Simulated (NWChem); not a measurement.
ethanethiol (C$_{2}$H$_{6}$S); SMILES CCS

```xyz
9

C      0.3619    -1.6460    -0.0505
C     -0.6441    -0.5046     0.0403
S      0.1000     1.1727    -0.0599
H     -0.1560    -2.6285    -0.0450
H      1.0637    -1.6316     0.8087
H      0.9645    -1.5730    -0.9775
H     -1.3514    -0.5293    -0.8144
H     -1.2594    -0.5747     0.9608
H      0.8319     1.0771     1.0862
```
Atoms are numbered in this order, from 1.

Program: NWChem. Coordinates come from a PBE-D3(BJ)/def2-SVP optimisation. Vertical excitations in the gas phase.

Question: Predict the results for PBE/aug-cc-pVDZ, TDA. Quantities: lowest excitation, singlet (eV); oscillator strength of that lowest state; lowest state with f > 0.02, singlet (eV); oscillator strength of that bright state; orbital gap (eV).

Answer: The lowest excitation, singlet (eV) comes out as 4.78 and the oscillator strength of that lowest state is 0.021. The lowest state with f > 0.02, singlet (eV) comes out as 4.78 and the oscillator strength of that bright state is 0.021. The orbital gap (eV) comes out as 4.71.
